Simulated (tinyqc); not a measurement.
Worked calculation (part 1 of 3): UHF in the sto-3g basis, for H2O+, spin multiplicity 2. Computed by tinyqc, a small Python program that keeps every step (integrals from PySCF). Settings: charge = 1, multiplicity = 2, basis = sto-3g, energy threshold = 1e-10, iteration cap = 66, orthogonalisation = canonical, start = Wolfsberg-Helmholz matrix, DIIS depth = 8, shift = 0.2, method = UHF. Command: `OMP_NUM_THREADS=1 python tinyqc.py 22452 22453 out.jsonl` (the two numbers bound the seeds that draw the settings). One thread of a shared host (Intel(R) Xeon(R) Processor @ 2.60GHz), about 0.2 s of CPU time with the checks. Later iterations appear only in the table of the cycle.

## One-electron integrals

Geometry (angstrom):

| atom | x | y | z |
|---|---|---|---|
| O | 0.000000 | 0.000000 | 0.000000 |
| H | 0.000000 | 0.947000 | 0.911000 |
| H | 0.000000 | -0.943000 | 0.906000 |

Basis sto-3g: exponents (1/bohr^2) and contraction coefficients of normalised primitives:

| element | l (shell) | exponent | coefficient |
|---|---|---|---|
| O | s (1) | 130.709320 | 0.154329 |
| O | s (1) | 23.808861 | 0.535328 |
| O | s (1) | 6.443608 | 0.444635 |
| O | s (2) | 5.033151 | -0.099967 |
| O | s (2) | 1.169596 | 0.399513 |
| O | s (2) | 0.380389 | 0.700115 |
| O | p (3) | 5.033151 | 0.155916 |
| O | p (3) | 1.169596 | 0.607684 |
| O | p (3) | 0.380389 | 0.391957 |
| H | s (1) | 3.425251 | 0.154329 |
| H | s (1) | 0.623914 | 0.535328 |
| H | s (1) | 0.168855 | 0.444635 |

Overlap, kinetic and nuclear-attraction integrals over the contracted functions; the nuclear repulsion is the sum of Za Zb / Rab.

nuclear repulsion = 6.73893597 hartree

overlap S:
```
           1O 1s     1O 2s    1O 2px     1O 2py    1O 2pz     2H 1s      3H 1s
1O 1s   1.000000  0.236704  0.000000   0.000000  0.000000  0.023293   0.023633
1O 2s   0.236704  1.000000  0.000000   0.000000  0.000000  0.274491   0.277418
1O 2px  0.000000  0.000000  1.000000   0.000000  0.000000  0.000000   0.000000
1O 2py  0.000000  0.000000  0.000000   1.000000  0.000000  0.187266  -0.189037
1O 2pz  0.000000  0.000000  0.000000   0.000000  1.000000  0.180147   0.181620
2H 1s   0.023293  0.274491  0.000000   0.187266  0.180147  1.000000   0.142421
3H 1s   0.023633  0.277418  0.000000  -0.189037  0.181620  0.142421   1.000000
```

kinetic energy T (hartree):
```
            1O 1s      1O 2s    1O 2px     1O 2py    1O 2pz      2H 1s      3H 1s
1O 1s   29.003200  -0.168011  0.000000   0.000000  0.000000  -0.007495  -0.007593
1O 2s   -0.168011   0.808128  0.000000   0.000000  0.000000   0.016779   0.017902
1O 2px   0.000000   0.000000  2.528731   0.000000  0.000000   0.000000   0.000000
1O 2py   0.000000   0.000000  0.000000   2.528731  0.000000   0.062162  -0.063829
1O 2pz   0.000000   0.000000  0.000000   0.000000  2.528731   0.059799   0.061324
2H 1s   -0.007495   0.016779  0.000000   0.062162  0.059799   0.760032  -0.008368
3H 1s   -0.007593   0.017902  0.000000  -0.063829  0.061324  -0.008368   0.760032
```

nuclear attraction V (hartree):
```
             1O 1s      1O 2s     1O 2px     1O 2py     1O 2pz      2H 1s      3H 1s
1O 1s   -61.425824  -7.374187   0.000000   0.000061  -0.011473  -0.741490  -0.752315
1O 2s    -7.374187  -9.858394   0.000000   0.000741  -0.143548  -1.973524  -1.997693
1O 2px    0.000000   0.000000  -9.747790   0.000000   0.000000   0.000000   0.000000
1O 2py    0.000061   0.000741   0.000000  -9.806694   0.000376  -1.163381   1.177132
1O 2pz   -0.011473  -0.143548   0.000000   0.000376  -9.802231  -1.151974  -1.163868
2H 1s    -0.741490  -1.973524   0.000000  -1.163381  -1.151974  -4.699694  -0.723568
3H 1s    -0.752315  -1.997693   0.000000   1.177132  -1.163868  -0.723568  -4.714450
```

core Hamiltonian H = T + V (hartree):
```
             1O 1s      1O 2s     1O 2px     1O 2py     1O 2pz      2H 1s      3H 1s
1O 1s   -32.422624  -7.542198   0.000000   0.000061  -0.011473  -0.748986  -0.759909
1O 2s    -7.542198  -9.050266   0.000000   0.000741  -0.143548  -1.956745  -1.979791
1O 2px    0.000000   0.000000  -7.219059   0.000000   0.000000   0.000000   0.000000
1O 2py    0.000061   0.000741   0.000000  -7.277963   0.000376  -1.101219   1.113303
1O 2pz   -0.011473  -0.143548   0.000000   0.000376  -7.273500  -1.092175  -1.102543
2H 1s    -0.748986  -1.956745   0.000000  -1.101219  -1.092175  -3.939662  -0.731936
3H 1s    -0.759909  -1.979791   0.000000   1.113303  -1.102543  -0.731936  -3.954418
```

## Two-electron integrals

Functions are numbered as in S; the eight-fold symmetry (ij|kl) = (ji|kl) = (kl|ij) leaves the list below.

Two-electron integrals (ij|kl) in chemists' order, unique and non-zero (hartree):
```
(11|11) 4.785065    (21|11) 0.741380    (21|21) 0.136873    (22|11) 1.118947
(22|21) 0.256633    (22|22) 0.817206    (31|31) 0.024477    (32|31) 0.037809
(32|32) 0.180518    (33|11) 1.115814    (33|21) 0.256684    (33|22) 0.817023
(33|33) 0.880159    (41|41) 0.024477    (42|41) 0.037809    (42|42) 0.180518
(43|43) 0.047444    (44|11) 1.115814    (44|21) 0.256684    (44|22) 0.817023
(44|33) 0.785270    (44|44) 0.880159    (51|51) 0.024477    (52|51) 0.037809
(52|52) 0.180518    (53|53) 0.047444    (54|54) 0.047444    (55|11) 1.115814
(55|21) 0.256684    (55|22) 0.817023    (55|33) 0.785270    (55|44) 0.785270
(55|55) 0.880159    (61|11) 0.073710    (61|21) 0.013511    (61|22) 0.025230
(61|33) 0.025184    (61|41) 0.000425    (61|42) 0.000808    (61|44) 0.025258
(61|51) 0.000409    (61|52) 0.000777    (61|54) 0.000071    (61|55) 0.025252
(61|61) 0.001349    (62|11) 0.209834    (62|21) 0.048865    (62|22) 0.176265
(62|33) 0.173103    (62|41) 0.002613    (62|42) 0.021459    (62|44) 0.177936
(62|51) 0.002514    (62|52) 0.020643    (62|54) 0.004650    (62|55) 0.177576
(62|61) 0.004925    (62|62) 0.050381    (63|31) 0.004723    (63|32) 0.028888
(63|43) 0.004258    (63|53) 0.004096    (63|63) 0.006600    (64|11) 0.118589
(64|21) 0.027941    (64|22) 0.107694    (64|33) 0.103041    (64|41) 0.006006
(64|42) 0.041000    (64|44) 0.114318    (64|51) 0.001234    (64|52) 0.011652
(64|54) 0.006753    (64|55) 0.105597    (64|61) 0.002917    (64|62) 0.037499
(64|64) 0.034224    (65|11) 0.114081    (65|21) 0.026879    (65|22) 0.103600
(65|33) 0.099124    (65|41) 0.001234    (65|42) 0.011652    (65|44) 0.101781
(65|51) 0.005910    (65|52) 0.040096    (65|54) 0.006814    (65|55) 0.109774
(65|61) 0.002806    (65|62) 0.036073    (65|64) 0.026574    (65|65) 0.032164
(66|11) 0.399024    (66|21) 0.094367    (66|22) 0.392513    (66|33) 0.378713
(66|41) 0.005566    (66|42) 0.065069    (66|44) 0.400004    (66|51) 0.005354
(66|52) 0.062595    (66|54) 0.020481    (66|55) 0.398416    (66|61) 0.009549
(66|62) 0.152564    (66|64) 0.129991    (66|65) 0.125049    (66|66) 0.774606
(71|11) 0.074786    (71|21) 0.013708    (71|22) 0.025598    (71|33) 0.025551
(71|41) -0.000432   (71|42) -0.000821   (71|44) 0.025626    (71|51) 0.000415
(71|52) 0.000789    (71|54) -0.000072   (71|55) 0.025621    (71|61) 0.001353
(71|62) 0.004870    (71|64) 0.002678    (71|65) 0.002778    (71|66) 0.009406
(71|71) 0.001389    (72|11) 0.212406    (72|21) 0.049462    (72|22) 0.178355
(72|33) 0.175155    (72|41) -0.002648   (72|42) -0.021720   (72|44) 0.180053
(72|51) 0.002544    (72|52) 0.020868    (72|54) -0.004705   (72|55) 0.179676
(72|61) 0.004858    (72|62) 0.040742    (72|64) 0.021177    (72|65) 0.028375
(72|66) 0.099317    (72|71) 0.005058    (72|72) 0.051521    (73|31) 0.004787
(73|32) 0.029254    (73|43) -0.004313   (73|53) 0.004144    (73|63) 0.005158
(73|73) 0.006757    (74|11) -0.119962   (74|21) -0.028264   (74|22) -0.108895
(74|33) -0.104185   (74|41) 0.006087    (74|42) 0.041513    (74|44) -0.115607
(74|51) -0.001249   (74|52) -0.011778   (74|54) 0.006831    (74|55) -0.106766
(74|61) -0.002670   (74|62) -0.021157   (74|64) -0.006186   (74|65) -0.014495
(74|66) -0.048353   (74|71) -0.002994   (74|72) -0.038317   (74|74) 0.034961
(75|11) 0.115255    (75|21) 0.027155    (75|22) 0.104622    (75|33) 0.100097
(75|41) -0.001249   (75|42) -0.011778   (75|44) 0.102784    (75|51) 0.005987
(75|52) 0.040570    (75|54) -0.006894   (75|55) 0.110864    (75|61) 0.002766
(75|62) 0.028334    (75|64) 0.014483    (75|65) 0.024610    (75|66) 0.075146
(75|71) 0.002876    (75|72) 0.036814    (75|74) -0.027097   (75|75) 0.032792
(76|11) 0.070095    (76|21) 0.016512    (76|22) 0.066026    (76|33) 0.064295
(76|41) 6.20e-07    (76|42) 0.000010    (76|44) 0.065292    (76|51) 0.001217
(76|52) 0.012568    (76|54) 2.37e-06    (76|55) 0.068417    (76|61) 0.001652
(76|62) 0.019847    (76|64) 0.012953    (76|65) 0.016022    (76|66) 0.068667
(76|71) 0.001676    (76|72) 0.020048    (76|74) -0.013063   (76|75) 0.016154
(76|76) 0.010655    (77|11) 0.400864    (77|21) 0.094800    (77|22) 0.394175
(77|33) 0.380258    (77|41) -0.005615   (77|42) -0.065554   (77|44) 0.401754
(77|51) 0.005395    (77|52) 0.062982    (77|54) -0.020652   (77|55) 0.400100
(77|61) 0.009313    (77|62) 0.098574    (77|64) 0.047999    (77|65) 0.074713
(77|66) 0.278569    (77|71) 0.009734    (77|72) 0.154634    (77|74) -0.131629
(77|75) 0.126464    (77|76) 0.068667    (77|77) 0.774606
```

## Orthogonalisation

S = U s U^T; canonical form X = U s^(-1/2), so that X^T S X = 1. Each column of U has its largest component positive (the first on a tie).

eigenvalues of S: 0.555900  0.653369  0.881103  1.000000  1.118276  1.204233  1.587120

X:
```
                1          2          3         4          5          6          7
1O 1s   -0.425222  -0.009597   0.680161  0.000000   0.610836   0.002332   0.216734
1O 2s    0.906207   0.014816  -0.296479  0.000000   0.342602   0.002200   0.459176
1O 2px   0.000000   0.000000   0.000000  1.000000   0.000000   0.000000   0.000000
1O 2py  -0.014048   0.753164   0.000853  0.000000  -0.000477   0.722865  -0.002364
1O 2pz   0.445430   0.006310   0.693247  0.000000  -0.576736   0.000528   0.243705
2H 1s   -0.532740  -0.702687  -0.229187  0.000000  -0.189599   0.394229   0.393679
3H 1s   -0.560753   0.684947  -0.226504  0.000000  -0.187524  -0.390439   0.397334
```

## Starting guess

The start is the generalised Wolfsberg-Helmholz matrix (K = 1.75) built on H; D(s) = C_occ C_occ^T for each spin.

D(alpha) at the start:
```
            1O 1s      1O 2s    1O 2px     1O 2py     1O 2pz      2H 1s      3H 1s
1O 1s    1.042402  -0.180842  0.000000  -0.000445   0.036277  -0.054472  -0.055259
1O 2s   -0.180842   0.789663  0.000000   0.001699  -0.134149   0.161057   0.163339
1O 2px   0.000000   0.000000  1.000000   0.000000   0.000000   0.000000   0.000000
1O 2py  -0.000445   0.001699  0.000000   0.883057   0.000760   0.118730  -0.119065
1O 2pz   0.036277  -0.134149  0.000000   0.000760   0.935200   0.063799   0.064653
2H 1s   -0.054472   0.161057  0.000000   0.118730   0.063799   0.058127   0.026870
3H 1s   -0.055259   0.163339  0.000000  -0.119065   0.064653   0.026870   0.059661
```

D(beta) at the start:
```
            1O 1s      1O 2s    1O 2px     1O 2py     1O 2pz      2H 1s      3H 1s
1O 1s    1.042402  -0.180842  0.000000  -0.000445   0.036277  -0.054472  -0.055259
1O 2s   -0.180842   0.789663  0.000000   0.001699  -0.134149   0.161057   0.163339
1O 2px   0.000000   0.000000  0.000000   0.000000   0.000000   0.000000   0.000000
1O 2py  -0.000445   0.001699  0.000000   0.883057   0.000760   0.118730  -0.119065
1O 2pz   0.036277  -0.134149  0.000000   0.000760   0.935200   0.063799   0.064653
2H 1s   -0.054472   0.161057  0.000000   0.118730   0.063799   0.058127   0.026870
3H 1s   -0.055259   0.163339  0.000000  -0.119065   0.064653   0.026870   0.059661
```

## Iteration 1: building the Fock matrix

J_ij = sum D_kl (ij|kl) with D = D(alpha) + D(beta), K_ij = sum D_kl (ik|jl) for each spin; F = H + J - K(s); E = tr D H + tr D J / 2 - 0.5 sum_s tr D(s) K(s) + E_nn.

Coulomb J (hartree):
```
            1O 1s      1O 2s    1O 2px     1O 2py     1O 2pz     2H 1s      3H 1s
1O 1s   16.895790   3.164541  0.000000   0.000092  -0.008001  0.312657   0.317216
1O 2s    3.164541   7.701108  0.000000   0.000170  -0.016779  1.622412   1.641909
1O 2px   0.000000   0.000000  7.627594   0.000000   0.000000  0.000000   0.000000
1O 2py   0.000092   0.000170  0.000000   7.723887  -0.000107  0.982494  -0.993706
1O 2pz  -0.008001  -0.016779  0.000000  -0.000107   7.729037  0.945475   0.955035
2H 1s    0.312657   1.622412  0.000000   0.982494   0.945475  3.607373   0.602590
3H 1s    0.317216   1.641909  0.000000  -0.993706   0.955035  0.602590   3.624119
```

exchange K(alpha) (hartree):
```
            1O 1s      1O 2s    1O 2px     1O 2py     1O 2pz     2H 1s      3H 1s
1O 1s    4.889961   0.856546  0.000000  -0.000033   0.003078  0.086943   0.088197
1O 2s    0.856546   1.331965  0.000000   0.000556  -0.048029  0.341070   0.345159
1O 2px   0.000000   0.000000  1.142793   0.000000   0.000000  0.000000   0.000000
1O 2py  -0.000033   0.000556  0.000000   1.109038   0.000128  0.191810  -0.193742
1O 2pz   0.003078  -0.048029  0.000000   0.000128   1.128468  0.170831   0.172677
2H 1s    0.086943   0.341070  0.000000   0.191810   0.170831  0.246567   0.103674
3H 1s    0.088197   0.345159  0.000000  -0.193742   0.172677  0.103674   0.251657
```

exchange K(beta) (hartree):
```
            1O 1s      1O 2s    1O 2px     1O 2py     1O 2pz     2H 1s      3H 1s
1O 1s    4.865483   0.818737  0.000000  -0.000033   0.003078  0.082220   0.083411
1O 2s    0.818737   1.151447  0.000000   0.000556  -0.048029  0.312182   0.315905
1O 2px   0.000000   0.000000  0.262634   0.000000   0.000000  0.000000   0.000000
1O 2py  -0.000033   0.000556  0.000000   1.061594   0.000128  0.187552  -0.189429
1O 2pz   0.003078  -0.048029  0.000000   0.000128   1.081024  0.166735   0.168533
2H 1s    0.082220   0.312182  0.000000   0.187552   0.166735  0.239967   0.098516
3H 1s    0.083411   0.315905  0.000000  -0.189429   0.168533  0.098516   0.244900
```

F(alpha) (hartree):
```
             1O 1s      1O 2s     1O 2px     1O 2py     1O 2pz      2H 1s      3H 1s
1O 1s   -20.416794  -5.234203   0.000000   0.000186  -0.022552  -0.523272  -0.530890
1O 2s    -5.234203  -2.681123   0.000000   0.000355  -0.112298  -0.675403  -0.683041
1O 2px    0.000000   0.000000  -0.734258   0.000000   0.000000   0.000000   0.000000
1O 2py    0.000186   0.000355   0.000000  -0.663115   0.000142  -0.310535   0.313339
1O 2pz   -0.022552  -0.112298   0.000000   0.000142  -0.672931  -0.317532  -0.320185
2H 1s    -0.523272  -0.675403   0.000000  -0.310535  -0.317532  -0.578856  -0.233019
3H 1s    -0.530890  -0.683041   0.000000   0.313339  -0.320185  -0.233019  -0.581957
```

F(beta) (hartree):
```
             1O 1s      1O 2s    1O 2px     1O 2py     1O 2pz      2H 1s      3H 1s
1O 1s   -20.392316  -5.196394  0.000000   0.000186  -0.022552  -0.518548  -0.526103
1O 2s    -5.196394  -2.500605  0.000000   0.000355  -0.112298  -0.646515  -0.653787
1O 2px    0.000000   0.000000  0.145901   0.000000   0.000000   0.000000   0.000000
1O 2py    0.000186   0.000355  0.000000  -0.615670   0.000142  -0.306277   0.309026
1O 2pz   -0.022552  -0.112298  0.000000   0.000142  -0.625486  -0.313436  -0.316041
2H 1s    -0.518548  -0.646515  0.000000  -0.306277  -0.313436  -0.572256  -0.227861
3H 1s    -0.526103  -0.653787  0.000000   0.309026  -0.316041  -0.227861  -0.575200
```

total energy of this density = -74.26730210 hartree

## Iteration 1: diagonalisation and new density

A level shift of 0.2 hartree raises the virtual space: F + shift (S - S D(s) S), with D(s) the density of one spin. Diagonalise F' = X^T F X, C = X C', fill 5 alpha and 4 beta electrons from the bottom; D(s) = C_occ C_occ^T. Each column has its largest component positive (the first on a tie).

F' = X^T F X (alpha) (hartree):
```
           1          2          3          4           5          6          7
1  -1.235333  -0.037421   2.973590   0.000000    3.016352   0.012416   1.065221
2  -0.037421   0.116228   0.078155   0.000000    0.082526  -0.108240   0.033089
3   2.973590   0.078155  -7.595997   0.000000   -8.007067  -0.033447  -4.029709
4   0.000000   0.000000   0.000000  -0.734258    0.000000   0.000000   0.000000
5   3.016352   0.082526  -8.007067   0.000000  -10.055696  -0.039091  -4.862427
6   0.012416  -0.108240  -0.033447   0.000000   -0.039091  -0.783287  -0.019773
7   1.065221   0.033089  -4.029709   0.000000   -4.862427  -0.019773  -3.666309
```

orbital energies (alpha) (hartree): MO1 -20.426285, MO2 -1.484028, MO3 -0.796041, MO4 -0.734258, MO5 -0.721150, MO6 0.076821, MO7 0.130290

coefficients C (alpha):
```
              MO1        MO2        MO3       MO4        MO5        MO6        MO7
1O 1s    0.994130  -0.239518  -0.001044  0.000000   0.083503   0.104633   0.006251
1O 2s    0.024482   0.896492   0.004835  0.000000  -0.369027  -0.544026  -0.032985
1O 2px   0.000000   0.000000   0.000000  1.000000   0.000000   0.000000   0.000000
1O 2py  -0.000025  -0.000438   0.806717  0.000000   0.005741  -0.034846   0.661781
1O 2pz   0.002554   0.135114  -0.004780  0.000000   0.856905  -0.563410  -0.032444
2H 1s   -0.003685   0.155272   0.306296  0.000000   0.203153   0.729991  -0.695957
3H 1s   -0.003736   0.157405  -0.309048  0.000000   0.199683   0.650455   0.772733
```

F' = X^T F X (beta) (hartree):
```
           1          2          3         4           5          6          7
1  -1.152518  -0.036298   2.954526  0.000000    3.050378   0.012299   1.142023
2  -0.036298   0.135674   0.077786  0.000000    0.083106  -0.084998   0.034346
3   2.954526   0.077786  -7.557719  0.000000   -8.035048  -0.033476  -4.044424
4   0.000000   0.000000   0.000000  0.345901    0.000000   0.000000   0.000000
5   3.050378   0.083106  -8.035048  0.000000  -10.000837  -0.038911  -4.823315
6   0.012299  -0.084998  -0.033476  0.000000   -0.038911  -0.753165  -0.019595
7   1.142023   0.034346  -4.044424  0.000000   -4.823315  -0.019595  -3.588714
```

orbital energies (beta) (hartree): MO1 -20.400298, MO2 -1.340547, MO3 -0.761121, MO4 -0.666049, MO5 0.105739, MO6 0.144997, MO7 0.345901

coefficients C (beta):
```
              MO1        MO2        MO3        MO4        MO5        MO6       MO7
1O 1s    0.994654  -0.228594  -0.001012   0.096822   0.112116   0.009268  0.000000
1O 2s    0.022386   0.853073   0.004611  -0.421201  -0.574097  -0.047968  0.000000
1O 2px   0.000000   0.000000   0.000000   0.000000   0.000000   0.000000  1.000000
1O 2py  -0.000024  -0.000664   0.790889   0.003871  -0.051670   0.679561  0.000000
1O 2pz   0.002449   0.165181  -0.002861   0.847607  -0.568526  -0.045792  0.000000
2H 1s   -0.003420   0.191307   0.324230   0.192888   0.738838  -0.672036  0.000000
3H 1s   -0.003468   0.193926  -0.325604   0.190357   0.626716   0.779575  0.000000
```

D(alpha) after iteration 1:
```
            1O 1s      1O 2s    1O 2px     1O 2py     1O 2pz      2H 1s      3H 1s
1O 1s    1.052637  -0.221208  0.000000  -0.000283   0.041736  -0.024210  -0.024419
1O 2s   -0.221208   0.940502  0.000000   0.001388  -0.195054   0.065622   0.065839
1O 2px   0.000000   0.000000  1.000000   0.000000   0.000000   0.000000   0.000000
1O 2py  -0.000283   0.001388  0.000000   0.650826   0.001004   0.248192  -0.248237
1O 2pz   0.041736  -0.195054  0.000000   0.001004   0.752572   0.193588   0.193844
2H 1s   -0.024210   0.065622  0.000000   0.248192   0.193588   0.159211  -0.029640
3H 1s   -0.024419   0.065839  0.000000  -0.248237   0.193844  -0.029640   0.160174
```

D(beta) after iteration 1:
```
            1O 1s      1O 2s    1O 2px     1O 2py     1O 2pz      2H 1s      3H 1s
1O 1s    1.050968  -0.213527  0.000000  -0.000298   0.046747  -0.028786  -0.029019
1O 2s   -0.213527   0.905666  0.000000   0.001449  -0.216059   0.083372   0.083675
1O 2px   0.000000   0.000000  0.000000   0.000000   0.000000   0.000000   0.000000
1O 2py  -0.000298   0.001449  0.000000   0.625521   0.000909   0.257050  -0.256908
1O 2pz   0.046747  -0.216059  0.000000   0.000909   0.745737   0.194158   0.194304
2H 1s   -0.028786   0.083372  0.000000   0.257050   0.194158   0.178941  -0.031742
3H 1s   -0.029019   0.083675  0.000000  -0.256908   0.194304  -0.031742   0.179873
```
